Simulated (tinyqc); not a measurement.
Inside a calculation. Method: CCSD on RHF in the sto-6g basis, frozen core, for H3O+, spin multiplicity 1. One step of it, computed by the program tinyqc.

Task: Iteration 8 (converged): orbitals. Diagonalise F' = X^T F X, C = X C', fill 5 alpha and 5 beta electrons from the bottom; D = 2 C_occ C_occ^T. Each column has its largest component positive (the first on a tie).

converged F (hartree):
```
             1O 1s      1O 2s     1O 2px     1O 2py     1O 2pz      2H 1s      3H 1s      4H 1s
1O 1s   -21.105174  -5.099151   0.000007   0.000000   0.019308  -1.055262  -1.056583  -1.056583
1O 2s    -5.099151  -2.854416   0.000095   0.000000   0.099404  -1.106145  -1.107106  -1.107106
1O 2px    0.000007   0.000095  -0.871653   0.000000  -0.000050  -0.604377   0.302182   0.302182
1O 2py    0.000000   0.000000   0.000000  -0.871872   0.000000   0.000000  -0.523673   0.523673
1O 2pz    0.019308   0.099404  -0.000050   0.000000  -0.892849   0.234213   0.234436   0.234436
2H 1s    -1.055262  -1.106145  -0.604377   0.000000   0.234213  -0.828042  -0.369133  -0.369133
3H 1s    -1.056583  -1.107106   0.302182  -0.523673   0.234436  -0.369133  -0.828694  -0.369316
4H 1s    -1.056583  -1.107106   0.302182   0.523673   0.234436  -0.369133  -0.369316  -0.828694
```

X:
```
            1O 1s      1O 2s     1O 2px     1O 2py     1O 2pz      2H 1s      3H 1s      4H 1s
1O 1s    1.023336  -0.142388   0.000005   0.000000   0.005794   0.017642   0.017655   0.017655
1O 2s   -0.142388   1.274128  -0.000103   0.000000  -0.064681  -0.244967  -0.245312  -0.245312
1O 2px   0.000005  -0.000103   1.099776   0.000000   0.000033  -0.242173   0.121135   0.121135
1O 2py   0.000000   0.000000   0.000000   1.099932   0.000000   0.000000  -0.209946   0.209946
1O 2pz   0.005794  -0.064681   0.000033   0.000000   1.016520   0.062755   0.062868   0.062868
2H 1s    0.017642  -0.244967  -0.242173   0.000000   0.062755   1.171344  -0.062765  -0.062765
3H 1s    0.017655  -0.245312   0.121135  -0.209946   0.062868  -0.062765   1.171647  -0.062786
4H 1s    0.017655  -0.245312   0.121135   0.209946   0.062868  -0.062765  -0.062786   1.171647
```

Give: F' = X^T F X; orbital energies; coefficients C; D after iteration 8.

Result:

F' = X^T F X (hartree):
```
         1       2       3       4       5       6       7       8
1  -20.773  -2.527   0.000   0.000   0.028  -0.167  -0.168  -0.168
2   -2.527  -1.638   0.000   0.000  -0.038  -0.463  -0.464  -0.464
3    0.000   0.000  -0.612   0.000   0.000  -0.504   0.252   0.252
4    0.000   0.000   0.000  -0.612   0.000   0.000  -0.437   0.437
5    0.028  -0.038   0.000   0.000  -0.848   0.149   0.149   0.149
6   -0.167  -0.463  -0.504   0.000   0.149  -0.309  -0.074  -0.074
7   -0.168  -0.464   0.252  -0.437   0.149  -0.074  -0.309  -0.075
8   -0.168  -0.464   0.252   0.437   0.149  -0.074  -0.075  -0.309
```

orbital energies (hartree): MO1 -21.108, MO2 -1.762, MO3 -1.069, MO4 -1.069, MO5 -0.904, MO6 0.057, MO7 0.223, MO8 0.223

coefficients C:
```
           MO1     MO2     MO3     MO4     MO5     MO6     MO7     MO8
1O 1s    0.997  -0.228   0.000   0.000  -0.056  -0.141   0.000   0.000
1O 2s    0.016   0.880   0.000   0.000   0.297   0.982   0.002   0.000
1O 2px   0.000   0.000   0.000   0.708   0.000   0.001  -0.893   0.000
1O 2py   0.000   0.000   0.708   0.000   0.000   0.000   0.000   0.893
1O 2pz  -0.002  -0.107   0.000   0.000   0.942  -0.387  -0.001   0.000
2H 1s   -0.003   0.094   0.000   0.405  -0.098  -0.642   0.953   0.000
3H 1s   -0.003   0.094   0.350  -0.202  -0.098  -0.640  -0.478  -0.827
4H 1s   -0.003   0.094  -0.350  -0.202  -0.098  -0.640  -0.478   0.827
```

D after iteration 8:
```
         1O 1s   1O 2s  1O 2px  1O 2py  1O 2pz   2H 1s   3H 1s   4H 1s
1O 1s    2.097  -0.403   0.000   0.000  -0.061  -0.038  -0.038  -0.038
1O 2s   -0.403   1.727   0.000   0.000   0.370   0.108   0.108   0.108
1O 2px   0.000   0.000   1.001   0.000   0.000   0.573  -0.286  -0.286
1O 2py   0.000   0.000   0.000   1.001   0.000   0.000   0.496  -0.496
1O 2pz  -0.061   0.370   0.000   0.000   1.799  -0.205  -0.205  -0.205
2H 1s   -0.038   0.108   0.573   0.000  -0.205   0.365  -0.127  -0.127
3H 1s   -0.038   0.108  -0.286   0.496  -0.205  -0.127   0.365  -0.127
4H 1s   -0.038   0.108  -0.286  -0.496  -0.205  -0.127  -0.127   0.365
```
